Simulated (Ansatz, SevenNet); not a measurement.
Elastic constant C12 (GPa) of solids drawn from the class of carbides, at two levels: the machine-learned potential SevenNet-0 (trained on PBE and PBE+U data), and PBE (Ansatz, a quantum-chemistry and plane-wave program, PAW).

| solid | SevenNet-0 | PBE | shift (%) |
|---|---|---|---|
| hexagonal WC | 313 | 224 | -28 |
| rock-salt HfC | 115 | 102 | -11.3 |
| rock-salt TaC | 171 | 127 | -26 |
| rock-salt NbC | 148 | 122 | -17.6 |
| rock-salt TiC | 132 | 121 | -8.3 |
| rock-salt ZrC | 106 | 104 | -1.9 |
| antifluorite Be2C | 120 | 17.0 | -86 |

The shifts run from -86 % to -1.9 %, with a median of -17.6 %.

Over all 7 rows PBE is the larger in 0.

Ansatz's runs of these crystals have no spin polarisation.

Spin–orbit coupling is left out, also for the solids with elements from indium on (hexagonal WC, rock-salt HfC, rock-salt TaC); its size isn't shown.

Each level is taken at its own relaxed cell. Ansatz's density-functional and Hartree–Fock values are scalar-relativistic unless marked +SOC, with PAW data made under PBE.
